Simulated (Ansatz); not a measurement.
Total energies of C2H6Al, SMILES `[CH3][Al][CH3]` radical.

```xyz
9

C    -0.560    0.001   -1.591
Al    0.937    0.281   -0.338
C     0.616    0.015    1.587
H    -1.472   -0.300   -1.067
H    -0.317   -0.771   -2.328
H    -0.774    0.914   -2.156
H     0.278   -1.014    1.759
H    -0.194    0.677    1.916
H     1.486    0.198    2.220
```

Total charge 0; spin multiplicity 2. Geometry: relaxed with PBE0-D4/def2-TZVP. Basis def2-TZVPP, Ansatz 0.2.0.

RPA on PBE orbitals: Hartree–Fock energy of these orbitals -321.12628 Eh, correlation -0.75752 Eh (frozen core).

| functional | energy without D4 (Eh) | D4 term (kJ/mol) |
| --- | --- | --- |
| revPBE | -322.17921 | -41.0 |
| r2SCANh | -322.17128 | -3.3 |

Q: Give the same for LDA (SPW92), PBE, BLYP, r2SCAN, B97M-V, PBE0, B3LYP, r2SCAN0, HSE06 (plane-wave form), BHLYP, CAM-B3LYP, LC-ωPBE, ωB97X-V, ωB97M-V, B2PLYP, PBE-QIDH. (Best estimate.)

A: Computed: 
```tsv
functional	energy without D4 (Eh)	D4 term (kJ/mol)
LDA (SPW92)	-320.41972	–
PBE	-321.99816	-13.1
BLYP	-322.20747	-29.0
r2SCAN	-322.17567	-3.1
B97M-V	-322.19472	–
PBE0	-322.03784	-11.0
B3LYP	-322.28558	-21.2
r2SCAN0	-322.16524	-3.7
HSE06 (plane-wave form)	-322.02637	-10.2
BHLYP	-322.20193	-16.5
CAM-B3LYP	-322.20799	-11.1
LC-ωPBE	-322.12146	–
ωB97X-V	-322.18520	–
ωB97M-V	-322.17680	–
B2PLYP	-322.05503	–
PBE-QIDH	-321.93608	–
```

B3LYP takes the VWN-RPA correlation (the form of Gaussian; ORCA's B3LYP/G). HSE06 is the plane-wave form, built on full-range PBE exchange. The double hybrids freeze the cores in their second-order part.

LC-ωPBE has ω = 0.4 bohr⁻¹.
